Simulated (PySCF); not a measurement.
Proton affinity of ethenylcyclopropane, site by site

Molecule: ethenylcyclopropane, `C=CC1CC1` (C5H8). Non-hydrogen atoms are numbered in `[CH2:1]=[CH:2][CH:3]1[CH2:4][CH2:5]1`. These are map numbers, not IUPAC locants.

Energies: ωB97X-D3(BJ)/def2-TZVP (PySCF, density fitting, integration grid level 2) on PBE0-D3(BJ)/def2-SVP structures. ωB97X-D3(BJ) is ωB97X-V with D3(BJ) in place of VV10. Zero-point and thermal terms (298.15 K, 1 bar) come from unscaled PBE0-D3(BJ)/def2-SVP harmonic frequencies, with soft modes damped to free rotors in the entropy.

| site | product | PA / kcal/mol | GB / kcal/mol |
| --- | --- | --- | --- |
| C1 (alkene carbon) | `C[CH+]C1CC1` | 204.7 | 198.0 |

PA is −ΔH and GB is −ΔG of B + H⁺ → BH⁺ in the gas phase. Sites whose products fell apart, merged with another or lost in a GFN2-xTB screen aren't listed.

Proton affinity (−ΔH), Gas-phase basicity (−ΔG): the gap is larger than usual, and may come from another state, site, conformer or species, from the functional or basis, or from an outlying measurement.

Measured values (NIST Chemistry WebBook, evaluated or the median of agreeing entries): proton affinity (−ΔH) 816 kJ/mol (computed 856, difference 40); gas-phase basicity (−ΔG) 788 kJ/mol (computed 828, difference 41).

Note: protonation at a multiple bond is drawn as the open cation; a hydrogen-bridged form may lie lower, and the ion may have rearranged by a hydride shift.

Differences come from unrounded values, so a last digit can differ from that of the printed terms.
